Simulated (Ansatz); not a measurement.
**C₂H₆OS (singlet): wave-function methods side by side, cc-pV(T+d)Z**

The task here is to estimate one member of a computed series from the others.

Method: cc-pV(T+d)Z, core rule «outside noble gas», up to 8 orbitals frozen; program: Ansatz 0.2.0, Gaussian basis.

To be run: UHF; CCSD(T) on RHF; BCCD(T) on RHF.

19 further runs of the same task are left out: 2 that didn't finish, 17 set aside as unsound or not needed.

### What is computed

The geometry is an MP2(full)/6-31G* stationary point (not a proven minimum).

10 atoms, charge 0, spin multiplicity 1.

Atoms are counted from 1 here; the program's logs count them from 0.

Bond lengths: S1–O2 1.510 Å, S1–C3 1.806 Å, S1–C4 1.806 Å, C3–H5 1.093 Å, C3–H7 1.093 Å, C3–H8 1.091 Å, C4–H6 1.091 Å, C4–H9 1.093 Å, C4–H10 1.093 Å. Angles: O2–S1–C3 107.4°, O2–S1–C4 107.4°, C3–S1–C4 95.8°, S1–C3–H5 109.3°, S1–C3–H7 110.3°, S1–C3–H8 107.4°, H5–C3–H7 110.9°, H5–C3–H8 109.2°, H7–C3–H8 109.7°, S1–C4–H6 107.4°, S1–C4–H9 110.3°, S1–C4–H10 109.3°, H6–C4–H9 109.7°, H6–C4–H10 109.2°, H9–C4–H10 110.9°.

The first run:

The input, in.yaml:

```yaml
crystal:
  periodic: [false, false, false]
  atoms:
    - {symbol: S, position_ang: [0.000013, 0.155604, -0.415329]}
    - {symbol: O, position_ang: [0.000129, 1.424508, 0.403133]}
    - {symbol: C, position_ang: [1.339459, -0.885361, 0.204029]}
    - {symbol: C, position_ang: [-1.339617, -0.885120, 0.204035]}
    - {symbol: H, position_ang: [1.255761, -0.972717, 1.290137]}
    - {symbol: H, position_ang: [-2.279435, -0.389978, -0.045355]}
    - {symbol: H, position_ang: [1.304258, -1.869664, -0.269277]}
    - {symbol: H, position_ang: [2.279364, -0.390388, -0.045365]}
    - {symbol: H, position_ang: [-1.304596, -1.869429, -0.269271]}
    - {symbol: H, position_ang: [-1.255931, -0.972491, 1.290142]}
basis:
  gaussian: {orbitals: "cc-pV(T+d)Z.json"}
magnetization: {spin_polarized: true, initial_magnetization: 0}
hamiltonian: {xc: hf}
output: {orbitals: {seedname: orbitals}}
```

On the command line:

```
$ ansatz run in.yaml --threads 1 --pin off --events-out ev --progress --plain --max-ram 2880MiB --backend cpu
```

Among the steps run: UHF; CCSD(T) on RHF; BCCD(T) on RHF.

One table of the session follows, with a row left open; its other results are not shown here.

| method | from RCCSD(T) (meV) |
| --- | --- |
| RHF | +23185.8 |
| RMP2 | ? |
| RCCSD | +959.3 |
| RCCSD(T) | 0 |
| BCCD(T) | -11.5 |

Q: Estimate the row for RMP2 from the others.

The run gave: from RCCSD(T) (meV): +1902.0. In the column «from RCCSD(T) (meV)» it lies between RCCSD (+959.3) and RHF (+23185.8).
